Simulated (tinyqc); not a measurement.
Worked calculation: RKS/B3LYP (VWN-RPA form) in the sto-3g basis, for H2F+, spin multiplicity 1. One step of it, computed by the program tinyqc.

Problem. Iteration 2: DIIS coefficients. Solve [B -1; -1 0][c; lambda] = [0; -1] for the coefficients, which sum to one.

B (overlaps of the stored error matrices):
```
,1,2
1,9.4371014e-01,-1.7476649e+00
2,-1.7476649e+00,5.5339057e+00
```

Give: DIIS coefficients.

Solution.

DIIS coefficients: 0.7301  0.2699
